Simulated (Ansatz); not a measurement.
# C3H6O: one species, many methods

The task here is to estimate one member of a computed series from the others.

Method: functionals in def2-TZVPP, the program's frozen cores in correlated methods; program: Ansatz 0.2.0, Gaussian basis.

Plan: LDA (SPW92), PBE-D4, revPBE-D4, BLYP-D4, r2SCAN-D4, B97M-V, PBE0-D4, B3LYP-D4, r2SCANh-D4, r2SCAN0-D4, HSE06-D4, BHLYP-D4, CAM-B3LYP-D4, LC-ωPBE, ωB97X-V, ωB97M-V, B2PLYP, PBE-QIDH; CCSD(T)/def2-SVP; CCSD(T)/def2-TZVPP; MP2/def2-QZVPP; extrapolation to the limit; RPA on PBE.

## Structure used throughout

All runs share one geometry, relaxed beforehand with PBE0-D4 in a triple-zeta def2 set.

SMILES `OC1CC1`, 10 atoms, charge 0, spin multiplicity 1.

Atoms are counted from 1 here; the program's logs count them from 0.

Bond lengths: O1–C2 1.393 Å, O1–H5 0.961 Å, C2–C3 1.496 Å, C2–C4 1.484 Å, C2–H6 1.088 Å, C3–C4 1.506 Å, C3–H7 1.083 Å, C3–H8 1.083 Å, C4–H9 1.082 Å, C4–H10 1.083 Å. Angles: C2–O1–H5 108.2°, O1–C2–C3 119.4°, O1–C2–C4 116.1°, O1–C2–H6 114.9°, C3–C2–C4 60.7°, C3–C2–H6 117.6°, C4–C2–H6 117.5°, C2–C3–C4 59.2°, C2–C3–H7 118.7°, C2–C3–H8 116.7°, C4–C3–H7 118.9°, C4–C3–H8 116.8°, H7–C3–H8 115.2°, C2–C4–C3 60.0°, C2–C4–H9 118.7°, C2–C4–H10 115.9°, C3–C4–H9 118.9°, C3–C4–H10 116.9° and more.

Set-up of the first run:

The input, in.yaml:

```yaml
crystal:
  periodic: [false, false, false]
  atoms:
    - {symbol: O, position_ang: [-0.620773, 1.018753, -1.229033]}
    - {symbol: C, position_ang: [-0.542924, 0.352906, -0.008148]}
    - {symbol: C, position_ang: [0.192628, -0.947185, 0.072764]}
    - {symbol: C, position_ang: [0.796003, 0.315380, 0.630103]}
    - {symbol: H, position_ang: [-1.254950, 0.555639, -1.782825]}
    - {symbol: H, position_ang: [-1.406125, 0.484649, 0.641121]}
    - {symbol: H, position_ang: [-0.162965, -1.704779, 0.760284]}
    - {symbol: H, position_ang: [0.616236, -1.324431, -0.849919]}
    - {symbol: H, position_ang: [0.863018, 0.434349, 1.703886]}
    - {symbol: H, position_ang: [1.602950, 0.763520, 0.064566]}
basis:
  gaussian: {orbitals: def2-TZVPP}
hamiltonian: {xc: lda}
output: {orbitals: {seedname: orbitals}}
```

Started as:

```
ansatz run in.yaml --threads 4 --pin off --events-out ev --progress --plain --max-ram 10444MiB
```

Among the steps run: LDA; PBE-D4 (GGA); revPBE-D4 (GGA); BLYP-D4 (GGA); r2SCAN-D4 (meta-GGA); B97M-V (meta-GGA); B3LYP-D4 (hybrid); r2SCANh-D4 (hybrid); r2SCAN0-D4 (hybrid); HSE06-D4 (hybrid); BHLYP-D4 (hybrid); CAM-B3LYP-D4 (range-separated); LC-ωPBE (range-separated); ωB97X-V (range-separated); ωB97M-V (range-separated); B2PLYP (double hybrid); PBE-QIDH (double hybrid).

One of the session's tables, all rows but one given; the rest of the session is left out.

It belongs to the step «Orbital energies across the functionals». 

```
  functional  HOMO (eV)  LUMO (eV)  gap (eV)
 LDA (SPW92)      -6.21       0.30      6.51
      PBE-D4      -6.05       0.41      6.46
   revPBE-D4      -5.99       0.45      6.44
     BLYP-D4          ?          ?         ?
   r2SCAN-D4      -6.34       1.20      7.54
      B97M-V      -6.47       0.70      7.17
     PBE0-D4      -7.55       1.29      8.84
    B3LYP-D4      -7.32       0.90      8.22
  r2SCANh-D4      -6.90       1.46      8.37
  r2SCAN0-D4      -7.74       1.83      9.56
    HSE06-D4      -7.14       0.92      8.06
    BHLYP-D4      -8.93       1.90     10.83
CAM-B3LYP-D4      -9.00       2.03     11.04
     LC-ωPBE     -10.36       3.39     13.74
     ωB97X-V     -10.00       3.21     13.20
     ωB97M-V      -9.91       2.71     12.62
```

Estimate the missing values for BLYP-D4.

Worked estimate for «HOMO (eV)». Against the share of exact exchange, B3LYP-D4 (0.2, -7.32), BHLYP-D4 (0.5, -8.93) give a slope of -5.37 per unit share; at 0 the line stands at -6.25.

The run gave: HOMO (eV): -5.96; LUMO (eV): 0.34; gap (eV): 6.30. In «HOMO (eV)» the line misses by -0.29.
